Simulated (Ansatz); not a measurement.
# CCSDT(Q)/3-21G run of AlH3 (SMILES [AlH3])

Aim: the vertical electron affinity of AlH3 at CCSDT(Q)/3-21G, from 2 runs. 

The calculation is run with Ansatz 0.2.0.

74 further runs of the same task are left out: 3 that didn't finish, 71 set aside as unsound or not needed.

### 1 The molecule

The species is AlH3 (4 atoms), meant as a singlet with charge 0. SMILES: `[AlH3]`. The shape is that of a PBE0-D4/def2-TZVP optimisation.

Bond lengths: Al1–H2 1.586 Å, Al1–H3 1.586 Å, Al1–H4 1.586 Å. Angles: H2–Al1–H3 120.0°, H2–Al1–H4 120.0°, H3–Al1–H4 120.0°.

### 2 The energy at CCSDT(Q)/3-21G

The input, run.yaml:

```yaml
crystal:
  periodic: [false, false, false]
  atoms:
    - {symbol: Al, position_ang: [0.013700, -0.014800, -0.005100]}
    - {symbol: H, position_ang: [0.633200, 0.670900, 1.283600]}
    - {symbol: H, position_ang: [-1.340800, -0.832000, 0.105100]}
    - {symbol: H, position_ang: [0.749400, 0.115700, -1.403900]}
basis:
  gaussian: {orbitals: 3-21G.json}
correlation: {method: ccsdt_q, frozen_orbitals: {Al: 5, H: 0}}
accuracy: high
scf: {omitted_lower_state_checks: [cluster_reference, increment]}
```

The basis set 3-21G is read from a file made from the Basis Set Exchange's data (not shown).

The run is started by

```sh
$ ansatz run run.yaml --threads 1 --pin off --max-ram 2610MiB --events-out events.jsonl --progress --plain --runs-dir runs
```

The program printed, shortened:

```text
Warning: RAYON_NUM_THREADS=1 ignored (pool sized by the plan → 1); use --threads N
Functional definition: HF
  name "HF"
[...]
374 factors; integrals over basis functions are off by at most 2.6e-9 eV
[...]
mean field -6592.88236965 eV, -242.2839582683 hartree, gradient 7.1e-8 eV, S^2 0.000000; 0 other end points of the search recorded, 0 dependent functions left out
5 core orbitals not correlated: weight in the atoms' cores, before any rotation towards them, 1.000 or more for the frozen orbitals, at most 0.000 for the correlated occupied ones
reference -6592.88236965 eV, -242.2839582683 hartree; 3, 3 occupied and 11, 11 virtual orbitals, 374 factors
second order -1.13890251 eV of doubles, -0.00000000 eV of singles
cycle   1  -1.44367364 eV  change   -3.0e-1 eV  update   4.9e-2
[...]
cycle  19  -1.62937329 eV  change  -2.4e-10 eV  update  2.2e-10
perturbative correction -0.00063992 eV, -0.0000235168 hartree
Total energy: -6594.51238286 eV, -242.3438601492 hartree
Checks for a lower state left out: cluster_reference, increment
```

Run time: 0.18 s. Hardware: 1 thread of Arm Neoverse V2, shared host.

### 3 The doublet anion

The input, run.yaml:

```yaml
crystal:
  periodic: [false, false, false]
  atoms:
    - symbol: Al
      position_ang: [0.013700, -0.014800, -0.005100]
    - symbol: H
      position_ang: [0.633200, 0.670900, 1.283600]
    - symbol: H
      position_ang: [-1.340800, -0.832000, 0.105100]
    - symbol: H
      position_ang: [0.749400, 0.115700, -1.403900]
basis:
  gaussian: {orbitals: 3-21G.json}
total_charge: -1
magnetization: {spin_polarized: true, initial_magnetization: 1}
correlation: {method: ccsdt_q, frozen_orbitals: {Al: 5, H: 0}}
accuracy: high
scf: {omitted_lower_state_checks: [cluster_reference, increment]}
```

The basis set 3-21G is read from a file made from the Basis Set Exchange's data (not shown).

The run is started by

```sh
$ ansatz run run.yaml --threads 1 --pin off --max-ram 2610MiB --events-out events.jsonl --progress --plain --runs-dir runs
```

The program printed, shortened:

```text
Warning: RAYON_NUM_THREADS=1 ignored (pool sized by the plan → 1); use --threads N
[... 2 set-up lines as earlier in the session ...]
[...]
374 factors; integrals over basis functions are off by at most 2.6e-9 eV
[...]
mean field -6592.31928754 eV, -242.2632653827 hartree, gradient 5.7e-8 eV, S^2 0.765988; 0 other end points of the search recorded, 0 dependent functions left out
5 core orbitals not correlated: weight in the atoms' cores, before any rotation towards them, 1.000 or more for the frozen orbitals, at most 0.000 for the correlated occupied ones
reference -6592.31928754 eV, -242.2632653827 hartree; 4, 3 occupied and 10, 11 virtual orbitals, 374 factors
second order -1.19975422 eV of doubles, -0.00000000 eV of singles
cycle   1  -1.52673712 eV  change   -3.3e-1 eV  update   5.3e-2
[...]
cycle  21  -1.74408481 eV  change  -5.2e-10 eV  update  3.7e-10
perturbative correction -0.00060240 eV, -0.0000221379 hartree
Total energy: -6594.06397475 eV, -242.3273814551 hartree
Checks for a lower state left out: cluster_reference, increment
```

Run time: 0.54 s. Hardware: 1 thread of Arm Neoverse V2, shared host.

### 4 Results

Level: CCSDT(Q)/3-21G, 5 core orbitals frozen.

```
                                                  quantity          value
                                singlet AlH3: total energy  -242.34386 Eh
 singlet AlH3: correlation energy (5 core orbitals frozen)      -59.9 mEh
                               singlet AlH3: T1 diagnostic          0.011
                               doublet anion: total energy  -242.32738 Eh
doublet anion: correlation energy (5 core orbitals frozen)      -64.1 mEh
          doublet anion: ⟨S²⟩ of the reference determinant          0.766
                              doublet anion: T1 diagnostic          0.013
         vertical electron affinity (to the doublet anion)      -0.448 eV
```

**Reading.** The anion lies 0.45 eV (10.3 kcal/mol) above the neutral: the electron isn't bound at this level, and such a value depends on the basis. Without diffuse functions anions come out too high.
